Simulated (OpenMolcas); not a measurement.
# How basis sets differ on CHF2O (SMILES O[C](F)F)

The species is CHF2O (5 atoms), meant as a doublet with charge 0. As SMILES, `O[C](F)F`. Geometry: relaxed at GFN2-xTB. This is one conformer, not always the lowest.

```xyz
5

O    -0.2197    0.8914   -0.4263
C     0.1135   -0.3785   -0.3288
F     1.0663   -0.6810    0.5698
F    -0.8997   -1.2527   -0.1901
H    -0.0603    1.4208    0.3753
```

Quantity: the dipole moment, in D. The values are calculated.

```json
{"level": "UHF/STO-3G", "kind": "Hartree–Fock", "program": "OpenMolcas", "value (D)": "1.45"}
{"level": "UHF/3-21G", "kind": "Hartree–Fock", "program": "OpenMolcas", "value (D)": "2.23"}
{"level": "UHF/pcseg-0 (Cholesky decomposition)", "kind": "Hartree–Fock", "program": "OpenMolcas", "value (D)": "2.29"}
{"level": "UHF/6-31G** (spherical functions)", "kind": "Hartree–Fock", "program": "OpenMolcas", "value (D)": "2.05"}
{"level": "UHF/def2-SVP", "kind": "Hartree–Fock", "program": "OpenMolcas", "value (D)": "2.12"}
```

The values span 1.45 to 2.29 D. Sets without polarisation functions give poor dipoles.
